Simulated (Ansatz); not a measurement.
# RPA@PBE/aug-cc-pVDZ run of SiH3Cl (chlorosilane)

Aim: the energy change on altering one bond length of SiH3Cl (chlorosilane) at RPA@PBE/aug-cc-pVDZ, from 2 runs. 

The results are computed with Ansatz 0.2.0.

60 further runs of the same task are left out: 2 that didn't finish, 58 set aside as unsound or not needed.

## Step 1: Starting point

SiH3Cl: 5 atoms, total charge 0, spin state singlet. As SMILES, `[SiH3]Cl`. The shape is that of a PBE0-D4/def2-TZVP optimisation.

Bond lengths: Si1–Cl2 2.054 Å, Si1–H3 1.481 Å, Si1–H4 1.481 Å, Si1–H5 1.481 Å. Angles: Cl2–Si1–H3 108.5°, Cl2–Si1–H4 108.5°, Cl2–Si1–H5 108.5°, H3–Si1–H4 110.4°, H3–Si1–H5 110.4°, H4–Si1–H5 110.4°.

## Step 2: A single-point energy at RPA@PBE/aug-cc-pVDZ

The input, job.yaml:

```yaml
crystal:
  periodic: [false, false, false]
  atoms:
    - {symbol: Si, position_ang: [-0.112000, 0.018600, -0.030900]}
    - {symbol: Cl, position_ang: [1.838300, -0.513500, 0.329900]}
    - {symbol: H, position_ang: [-0.950900, -0.488300, 1.079100]}
    - {symbol: H, position_ang: [-0.534700, -0.585700, -1.314900]}
    - {symbol: H, position_ang: [-0.190800, 1.495400, -0.104700]}
basis:
  gaussian: {orbitals: aug-cc-pVDZ}
hamiltonian: {xc: pbe}
correlation: {method: rpa, frozen_orbitals: {Cl: 5, H: 0, Si: 5}}
accuracy: high
```

Run with:

```bash
ansatz run job.yaml --threads 1 --pin off --max-ram 3480MiB --events-out events.jsonl --progress --plain --runs-dir runs
```

The log of the run:

```text
Warning: RAYON_NUM_THREADS=1 ignored (pool sized by the plan → 1); use --threads N
Functional definition: PBE
  name "PBE"
  parameter kappa = 0.804
  parameter beta = 0.06672455060314922
  exchange = pbe_x(kappa = kappa, mu = beta*pi^2/3)
  correlation = pbe_c(beta = beta)
1640 factors; integrals over basis functions are off by at most 3.8e-9 eV
mean field evaluation 1: about -20439.7636 eV, gradient 1.5e1 eV
mean field evaluation 2: about -20439.7593 eV, gradient 1.6e1 eV
mean field evaluation 4: about -20440.6858 eV, gradient 3.8e0 eV
mean field evaluation 8: about -20440.7272 eV, gradient 2.8e-2 eV
mean field evaluation 16: about -20440.7272 eV, gradient 1.9e-7 eV
mean field -20440.72723861 eV, -751.1828707964 hartree, gradient 1.8e-8 eV, S^2 0.000000; 0 other end points of the search recorded, 0 dependent functions left out
10 core orbitals not correlated: weight in the atoms' cores, before any rotation towards them, 1.000 or more for the frozen orbitals, at most 0.000 for the correlated occupied ones
reference -20414.12658145 eV, -750.2053146764 hartree; 7, 7 occupied and 64, 64 virtual orbitals, 1640 factors
Total energy: -20426.70417107 eV, -750.6675325693 hartree
```

It took 5.4 s on 1 thread of Intel Xeon Platinum 8375C at 2.90GHz (Ice Lake), shared host; peak memory 0.25 GiB.

## Step 3: The distorted shape

The input, in.yaml:

```yaml
crystal:
  periodic: [false, false, false]
  atoms:
    - symbol: Si
      position_ang: [-0.017442, -1.753530, 0.057658]
    - symbol: Cl
      position_ang: [1.932858, -2.285630, 0.418458]
    - symbol: H
      position_ang: [-0.856342, -2.260430, 1.167658]
    - symbol: H
      position_ang: [-0.440142, -2.357830, -1.226342]
    - symbol: H
      position_ang: [-0.190800, 1.495400, -0.104700]
basis:
  gaussian: {orbitals: aug-cc-pVDZ}
accuracy: high
correlation: {method: rpa, frozen_orbitals: {Cl: 5, H: 0, Si: 5}}
hamiltonian: {xc: pbe}
```

Run with:

```bash
ansatz run in.yaml --threads 1 --pin off --max-ram 3480MiB --events-out events.jsonl --progress --plain --runs-dir runs
```

The log of the run (excerpt; [...] marks lines left out):

```text
Warning: RAYON_NUM_THREADS=1 ignored (pool sized by the plan → 1); use --threads N
[... 2 set-up lines as earlier in the session ...]
[...]
1647 factors; integrals over basis functions are off by at most 3.9e-9 eV
[...]
mean field -20436.72565173 eV, -751.0358151908 hartree, gradient 5.2e-8 eV, S^2 0.000000; 0 other end points of the search recorded, 0 dependent functions left out; unrestricted orbitals would lower it
unrestricted determinant -20411.48721236 eV, -750.1083196512 hartree, S^2 0.9508
10 core orbitals not correlated: weight in the atoms' cores, before any rotation towards them, 1.000 or more for the frozen orbitals, at most 0.000 for the correlated occupied ones
reference -20408.54374959 eV, -750.0001493897 hartree; 7, 7 occupied and 64, 64 virtual orbitals, 1647 factors
Total energy: -20422.80706930 eV, -750.5243167211 hartree
```

Wall time 6.3 s (1 thread of Intel Xeon Platinum 8375C at 2.90GHz (Ice Lake), shared host); peak memory 0.28 GiB.

## Step 4: What came out

Level: RPA@PBE/aug-cc-pVDZ, 10 core orbitals frozen.

```
                                                          quantity          value
                                         first shape: total energy  -750.66753 Eh
                     first shape: RPA correlation energy (valence)     -462.2 mEh
                                     distorted shape: total energy  -750.52432 Eh
                 distorted shape: RPA correlation energy (valence)     -524.2 mEh
energy change with the Si1–H5 bond stretched from 1.481 to 3.258 Å       3.897 eV
```

What this shows: One bond (distorted shape) is far stretched, which a spin-restricted single reference describes badly; a broken-symmetry solution may lie lower. With the Si1–H5 bond stretched from 1.481 to 3.258 Å the energy rises by 3.90 eV (90 kcal/mol). The first shape isn't relaxed at this level, so the change isn't measured from a minimum. A restricted reference can't describe the breaking bond well at this length. The restricted solution (distorted shape) is unstable to spin breaking: an unrestricted one lies lower.
